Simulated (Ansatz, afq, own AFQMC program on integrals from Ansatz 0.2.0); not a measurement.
## AlSiH, triplet: AFQMC among the cluster methods

```xyz
3

Si    0.0000   -0.0350    1.0724
Al    0.0000   -0.0128   -1.1245
H     0.0000    1.3187    0.2224
```

Connectivity, by distances: Si–Al, 1 bridging H.

Basis 6-31G. Noble-gas cores (and the filled d shells of Ga–Kr and In–Xe) are frozen. Integrals, coupled cluster, full CI and functionals: Ansatz 0.2.0; the random walks run on the same integrals in our own AFQMC program. ph-AFQMC/CISD is guided by a CISD state made of CCSD amplitudes; releasing the constraint for a short imaginary time cuts its bias at the price of noise, slowly where states lie close. Error bars are statistical, one sigma.

Determinant: UHF, the one that the program's search chose, which needn't be the lowest solution. The geometry is a point of a scan.

Full CI on the same integrals is exact in this basis and with this determinant's frozen core.

Cautions: lower spins were not checked.

* T1 diagnostic: 0.0358
* weight of the determinant in the CISD state: 0.878
* ⟨S²⟩ of the determinant: 2.042
* size of the correlated space: 8 electrons in 18 orbitals

**Question.** Estimate: order these by the size of their error in total energy against full CI, smallest first.
A. MP2
B. CCSD(T)
C. phaseless AFQMC with a CISD trial
D. CCSD

**Answer.** C (0.44 ± 0.10 mEh), B (1.12 mEh), D (3.99 mEh), A (29.62 mEh).

Reference: full CI, correlation energy -2.614 eV.

A walk keeps the symmetry of its determinant, which the program's search chose and which needn't be the lowest solution, so a lower state of the same spin and another symmetry isn't excluded.
